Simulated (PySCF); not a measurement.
Molecule: SMILES C(C(=C)F)N, C₃H₆FN.

Cartesian coordinates in Å; atom numbers follow the order of the lines, from 1:
```xyz
11

C     1.720    0.302    0.191
C     0.576   -0.331    0.364
F     0.324   -0.935    1.555
C    -0.588   -0.429   -0.583
N    -1.728    0.382   -0.179
H     2.465    0.337    0.966
H     1.942    0.790   -0.740
H    -0.274   -0.111   -1.578
H    -0.924   -1.469   -0.631
H    -1.464    1.361   -0.134
H    -2.044    0.104    0.744
```

Frames of a GFN2-xTB Langevin trajectory at 400 K; GIAO PBE0/pcSseg-1 shieldings in PySCF, gas phase, non-relativistic; equivalent atoms averaged within each frame.

Shifts are taken against calculated references (same method and geometry level): TMS for $^{13}$C (186.93 ppm) and $^{1}$H (31.72 ppm); $^{19}$F (170.95 ppm) vs CFCl3; $^{15}$N (267.73 ppm) vs NH3. The references are static minima.

Q: How do the shifts (ppm) fluctuate along the trajectory?

A: 
| time (fs) | C2 | C1 | C4 | F3 | N5 | H6 | H7 | H8/H9 | H10/H11 |
| --- | --- | --- | --- | --- | --- | --- | --- | --- | --- |
| 250 | 184.4 | 98.8 | 46.3 | -79.9 | 28.2 | 5.94 | 4.36 | 3.40 | 0.73 |
| 425 | 177.3 | 93.9 | 55.9 | -101.7 | 22.8 | 4.71 | 4.94 | 4.42 | 0.77 |
| 625 | 190.6 | 94.3 | 55.8 | -83.3 | 30.6 | 3.45 | 5.12 | 3.83 | -0.12 |
| 800 | 190.0 | 103.1 | 46.8 | -83.7 | 68.8 | 5.04 | 5.42 | 2.87 | 0.27 |
| 1000 | 185.9 | 91.2 | 51.5 | -67.0 | 44.7 | 4.25 | 4.99 | 3.44 | 1.78 |
| mean of frames | 185.7 | 96.2 | 51.3 | -83.1 | 39.0 | 4.68 | 4.97 | 3.59 | 0.68 |
| standard deviation | 5.4 | 4.7 | 4.7 | 12.4 | 18.5 | 0.93 | 0.39 | 0.58 | 0.71 |

5 frames give an uncertainty of the mean of about the standard deviation over 2.2 at best, since frames this close in time may not be independent; classical motion lacks zero-point vibration, and the reference would need the same averaging.
